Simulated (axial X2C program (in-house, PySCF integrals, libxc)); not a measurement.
**SPS²⁺: bond lengths and stretches, held linear**

How do method and spin–orbit coupling move the bonds and stretches of SPS²⁺, held linear?

Method: all-electron X2C, two-component (2c) or spin-free, S dyall-av3z, P dyall-v3z; program: an in-house X2C program for linear molecules on PySCF integrals.

All values are calculated.

2 further runs of the same task are left out: 2 set aside as unsound or not needed.

### Step 1. Input

task.json reads:

```json
{
 "zs": [
  16,
  15,
  16
 ],
 "q": 2,
 "bas": [
  "dyall-av3z",
  "dyall-v3z",
  "dyall-av3z"
 ],
 "r0": [
  1.96,
  1.96
 ],
 "symm": 1,
 "scan": [
  "PBE0",
  "HF",
  "TPSSh"
 ],
 "levels": [
  "PBE0",
  "HF",
  "BHandHLYP"
 ],
 "nst": 2
}
```

Keys: zs atomic numbers; q charge; bas basis sets; r0 starting distance in Å; symm equal bonds; scan levels of the two-bond scan; levels methods; nst determinants followed.

Command:

```bash
python solin.py task.json out
```

Masses S 31.972, P 30.974, S 31.972 u.

### Step 2. Scan at PBE0, 2c

State: Ω = 3/2 (beyond evenly filled blocks: ω = 3/2). Energies above the lowest point, from the job's result record:

```csv
r(S–P) (Å),r(P–S) (Å),E (meV)
1.8457,1.8457,70.08
1.8457,1.8930,25.18
1.8457,1.9403,32.54
1.8930,1.8457,25.18
1.8930,1.8930,0.00
1.8930,1.9403,26.10
1.8930,1.9877,89.05
1.9403,1.8457,32.54
1.9403,1.8930,26.10
1.9403,1.9403,70.80
1.9877,1.8930,89.05
1.9877,1.9877,249.37
```

A quadratic surface with cubic terms in each bond gives the minimum at 1.891 and 1.891 Å, force constants 3.7, 3.7 and coupling 1.31 mdyn/Å.

### Step 3. Scan at TPSSh, 2c

State: Ω = 3/2 (beyond evenly filled blocks: ω = 3/2). Energies above the lowest point, from the job's result record:

```csv
r(S–P) (Å),r(P–S) (Å),E (meV)
1.8457,1.8457,96.85
1.8457,1.8930,40.31
1.8457,1.9403,39.18
1.8930,1.8457,40.31
1.8930,1.8930,0.00
1.8930,1.9403,14.44
1.8930,1.9877,68.72
1.9403,1.8457,39.18
1.9403,1.8930,14.44
1.9403,1.9403,44.32
1.9877,1.8930,68.72
1.9877,1.9877,197.18
```

A quadratic surface with cubic terms in each bond gives the minimum at 1.900 and 1.900 Å, force constants 3.75, 3.75 and coupling 1.09 mdyn/Å.

### Step 4. Scan at PBE0, spin-free

State: M_S = 1/2, Λ = 1 (beyond evenly filled blocks: π+α, π+β, π-α). Energies above the lowest point, from the job's result record:

```csv
r(S–P) (Å),r(P–S) (Å),E (meV)
1.8457,1.8457,68.97
1.8457,1.8930,24.59
1.8457,1.9403,32.36
1.8930,1.8457,24.59
1.8930,1.8930,0.00
1.8930,1.9403,26.58
1.8930,1.9877,89.92
1.9403,1.8457,32.36
1.9403,1.8930,26.58
1.9403,1.9403,71.82
1.9877,1.8930,89.92
1.9877,1.9877,251.35
```

A quadratic surface with cubic terms in each bond gives the minimum at 1.891 and 1.891 Å, force constants 3.7, 3.7 and coupling 1.32 mdyn/Å.

### Step 5. Comparison

| level | r(S–P) (Å) | r(P–S) (Å) | lower stretch (cm⁻¹) | upper stretch (cm⁻¹) |
| --- | --- | --- | --- | --- |
| PBE0, 2c | 1.891 | 1.891 | 516.0 | 623.8 |
| TPSSh, 2c | 1.900 | 1.900 | 506.9 | 656.9 |
| PBE0, spin-free | 1.891 | 1.891 | 516.2 | 623.2 |
| TPSSh, spin-free | 1.900 | 1.900 | 507.1 | 656.7 |

Scans not shown above were run alike.

In words: Over the levels the S–P bond spans 1.891 to 1.900 Å and the P–S bond 1.891 to 1.900 Å. At PBE0 spin–orbit coupling leaves both bonds unchanged to 0.001 Å. Each state is one determinant, the lowest of a limited PBE0 search; the stretches come from a fit to few points and are good to some per cent at best. The stretches are sorted by size, and where the two bonds are alike the symmetric and antisymmetric modes can swap order between levels. A multiply charged ion may be only metastable. The molecule was held linear; bending was not examined, so a bent shape may lie lower. Note: functional without a current term on a determinant with orbital currents, of the molecule or an atom.
